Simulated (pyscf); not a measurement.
•H₂C–C≡N (SMILES [CH2]C#N) + H₂ (SMILES [H][H]) -> •HC=C=NH (SMILES [CH]=C=N) + H₂ (SMILES [H][H]) (concerted two-bond exchange; doublet surface; C–H, H–H broken, H–N, H–H formed). PySCF, gas phase, ωB97X-D3(BJ)/def2-SVP geometries. Energies in eV from the separated reactants.

| level | barrier | reaction energy |
|---|---|---|
| PBE/def2-TZVP | 2.34 | +1.22 |
| r²SCAN/def2-TZVP | (withheld) | +1.29 |
| B3LYP-D3(BJ)/def2-TZVP | 2.72 | +1.31 |
| PBE0-D3(BJ)/def2-TZVP | (withheld) | (withheld) |
| M06-2X/def2-TZVP | 2.95 | +1.36 |
| ωB97M-D3(BJ)/def2-TZVP | 2.85 | +1.37 |

Question: Some entries are withheld; supply them.

Answer: 
- r²SCAN/def2-TZVP, barrier: 2.48
- PBE0-D3(BJ)/def2-TZVP, barrier: 2.57
- PBE0-D3(BJ)/def2-TZVP, reaction energy: +1.30

The functionals in the table span 0.61 eV in this barrier, from PBE to M06-2X. The same reactants have a lower exit, to H₂C=C=NH + H• (barrier +1.57 eV at ωB97M-D3(BJ)/def2-TZVP, against +2.85 eV here). This is the saddle that the search found; another between the same sides may lie lower.
